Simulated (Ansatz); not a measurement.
## [BH$_{2}$···H···H], doublet in cc-pVDZ: errors against full CI

All five atoms lie in one plane.

Geometry: a point of a hydrogen-transfer path between rigid fragments, not a stationary point.

```xyz
5

B    -0.1512    0.0000    0.0000
H    -0.7479    1.0336    0.0000
H    -0.7479   -1.0336    0.0000
H     1.0423    0.0000    0.0000
H     2.0748    0.0000    0.0000
```

Basis cc-pVDZ; Ansatz 0.2.0. Only valence electrons are correlated (noble-gas cores frozen), which leaves 7 electrons in 33 orbitals. Prefix R: restricted or restricted open-shell reference; prefix U: unrestricted. Active spaces: valence = (7e, 8o) chosen from the atoms' valence shells; pair = (3e, 3o) about the gap.

Full CI is exact within this basis and frozen core; it isn't the basis-set limit. The frozen core follows each run's orbitals, which can shift R against U totals by a few meV.

For open shells CISD is restricted-active-space CI with the open shells as a complete middle space.

- UHF ⟨S²⟩: 0.761
- T1 diagnostic (RCCSD): 0.0193
- largest doubles amplitude (RCCSD): 0.042
- T1 diagnostic (UCCSD): 0.0097

| level | E − E(full CI) (meV) | share of correlation (%) | wall time |
| --- | --- | --- | --- |
| RHF | 3617 | 0.00 | – |
| UHF | 3506 | 3.06 | – |
| RMP2 | 795 | 78.02 | – |
| UMP2 | 793 | 78.08 | – |
| CISD | 192 | 94.70 | 0.64 s |
| RCCSD | 68 | 98.13 | – |
| UCCSD | 66 | 98.18 | – |
| RCCSD(T) | 14 | 99.60 | 1.1 s |
| UCCSD(T) | 14 | 99.61 | 1.1 s |
| BCCD(T) | 14 | 99.61 | 0.86 s |
| RCCSDT | 2 | 99.95 | – |
| UCCSDT | 2 | 99.96 | – |
| RCCSDT(Q) | 0 | 99.99 | 4.6 s |
| UCCSDT(Q) | 0 | 99.99 | 4.7 s |
| RCCSDTQ | 0 | 100.00 | 7 s (H100) |
| UCCSDTQ | 0 | 100.00 | 7.5 s (H100) |
| CASSCF (pair space) | 3181 | 12.05 | – |
| NEVPT2 (pair space) | 790 | 78.17 | 0.34 s |
| CASSCF (valence space) | 2201 | 39.15 | – |
| NEVPT2 (valence space) | 637 | 82.39 | 2.1 s |
| MRCISD (valence space) | 86 | 97.63 | – |
| MRCISD+Q (valence space) | 7 | 99.80 | 3 s |

The correlation energy at full CI, counted from RHF, is -3.617 eV. That run took 7 s on 2 threads of AMD EPYC 7R13 with a shared H100 80 GB, shared host over 55,991,320 determinants.

Times hold each run's SCF and search for its determinant on a shared host, so for small cases they say little of a method's own cost; rows without a card ran on 1 thread of AMD EPYC 7R13.

The full-CI state has the irrep A1 of C2v, in the program's axes.

Natural occupations of full CI about the gap: 1.962 1.957 1.956 0.995 0.019 0.019 0.018 0.017 0.009 0.009; effectively unpaired electrons, Σ n²(2−n)², 1.03.
